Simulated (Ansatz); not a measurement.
# MoO3: geometry, orbitals and charge

What does MoO3 look like as a singlet, and where do its frontier electrons sit?

Program: Ansatz 0.2.0, Gaussian basis. Level of theory: RKS PBE0-D4/def2-TZVP. These are calculated values, not measurements.

The runs, in order: relaxation at r2SCAN-D4/def2-TZVP; a search for the lowest solution at PBE0-D4/def2-SVP; a single point at PBE0-D4/def2-TZVP.

1 further run of the same task is left out (set aside as unsound or not needed). Runs told in other sessions of the task aren't counted.

### 1 The starting structure

4 atoms, charge 0, spin multiplicity 1.

Atoms are counted from 1 here; the program's logs count them from 0.

Bond lengths: Mo1–O2 1.657 Å, Mo1–O3 1.657 Å, Mo1–O4 1.657 Å. Angles: O2–Mo1–O3 111.7°, O2–Mo1–O4 111.7°, O3–Mo1–O4 111.7°.

Formally the metal is d0. Mo takes a core potential in the def2 sets. No spin-orbit coupling is included.

The start is a GFN2-xTB geometry.

### 2 Optimising with r2SCAN-D4/def2-TZVP

in.yaml

```yaml
crystal:
  periodic: [false, false, false]
  atoms:
    - {symbol: Mo, position_ang: [-0.003380, 0.002270, 0.365370]}
    - {symbol: O, position_ang: [1.584390, -0.027100, -0.106970]}
    - {symbol: O, position_ang: [-0.767660, 1.383530, -0.137500]}
    - {symbol: O, position_ang: [-0.813340, -1.358700, -0.120900]}
basis:
  gaussian: {orbitals: def2-TZVP}
hamiltonian: {xc: r2scan, dispersion: d4}
scf: {lower_state_search: "off"}
output: {orbitals: {seedname: orbitals}}
relax: {f_tol: 0.02, max_steps: 100}
```

On the command line:

```sh
$ ansatz run in.yaml --threads 4 --pin off --events-out ev --progress --plain --max-ram 3916MiB
```

After this run come: Searching for the lowest solution, PBE0-D4/def2-SVP; Single point, PBE0-D4/def2-TZVP.

**Question.** What will the summary of the whole plan be? Wanted: point group; near neighbours of the metal; HOMO, LUMO at PBE0-D4/def2-TZVP; charge on the metal; dipole at r2SCAN-D4/def2-TZVP.

As calculated:

| quantity | value |
| --- | --- |
| point group | C3v |
| near neighbours of the metal | O 1.70, O 1.70, O 1.70 Å |
| HOMO, LUMO at PBE0-D4/def2-TZVP | -9.03, -4.75 eV |
| charge on the metal (Mulliken, PBE0-D4/def2-TZVP) | +1.69 e |
| dipole at r2SCAN-D4/def2-TZVP | 5.09 D |

In words: The molecule keeps its bonding pattern by the stored test; the atoms moved 0.04 Å (rms). The Mulliken charge of the metal, +1.69 e, depends on the basis and isn't its oxidation state. No usable vibrations, so a minimum isn't proven. Whether this spin is the lowest isn't tested here.
